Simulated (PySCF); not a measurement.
Species: 1-methylcyclopropene, C4H6.
Bonds: C1–C2, C2–C3 (double), C3–C4, C2–C4. Hydrogens: H5, H6, H7 on C1; H8 on C3; H9, H10 on C4.

Level: PBE0/pcSseg-1 in PySCF, non-relativistic, on one gas-phase PBE0-D3(BJ)/def2-SVP geometry that isn't relaxed in the solvent. The solvent is an IEF-PCM continuum (van der Waals radii × 1.2). The model holds no explicit solvent molecules, cavitation or dispersion.

Gas phase at PBE0/pcSseg-1: HOMO -6.81 eV, LUMO 0.53 eV, dipole 0.94 D.

Problem. What does the continuum do to the energy, the frontier levels and the dipole at PBE0/pcSseg-1 in methanol and acetonitrile?

Solution. 
```tsv
solvent	ε	E(solvent) − E(gas) (kcal/mol)	polarisation term (kcal/mol)	distortion of the solute (kcal/mol)	HOMO (eV)	LUMO (eV)	dipole (D)
methanol	32.61	-1.54	-1.70	0.16	-6.86	0.52	1.20
acetonitrile	35.69	-1.55	-1.71	0.16	-6.86	0.52	1.20
```

Polarisation term: ½ Σ q·V over the induced surface charges. Distortion: the rise of the solute's own energy as its density leaves the gas-phase optimum. From methanol to acetonitrile the lowering changes by a factor 1.00, Onsager's factor (ε − 1)/(2ε + 1) by 1.00 and ε itself by 1.1.

Problem. Which ESP-fitted charges (PBE0/pcSseg-1) respond most in acetonitrile (means over atoms taken as equivalent)?

Solution. 
| atoms | environment | gas (e) | solvent (e) | change |
| --- | --- | --- | --- | --- |
| C3 | alkene CH carbon | -0.290 | -0.314 | -0.024 |
| C4 | allylic carbon | -0.202 | -0.224 | -0.022 |
| C1 | allylic carbon | -0.656 | -0.674 | -0.018 |
| H8 | vinylic hydrogen | +0.181 | +0.198 | +0.017 |
| H5/H6/H7 | methyl hydrogen | +0.194 | +0.205 | +0.011 |
| H9/H10 | methylene hydrogen | +0.066 | +0.070 | +0.004 |

Problem. Which Mayer bond orders change most in acetonitrile?

Solution. 
| bond | length (Å) | gas | solvent | change |
| --- | --- | --- | --- | --- |
| C2–C3 | 1.299 | 1.714 | 1.703 | -0.011 |
| C1–C2 | 1.470 | 1.099 | 1.105 | +0.006 |
| C4–C2 | 1.501 | 0.904 | 0.899 | -0.005 |
| C1–H6 | 1.099 | 0.947 | 0.943 | -0.004 |
| C1–H5 | 1.102 | 0.939 | 0.935 | -0.004 |
| C1–H7 | 1.102 | 0.939 | 0.935 | -0.004 |
| C3–C4 | 1.500 | 0.944 | 0.943 | -0.001 |
| C4–H9 | 1.103 | 0.954 | 0.953 | -0.001 |
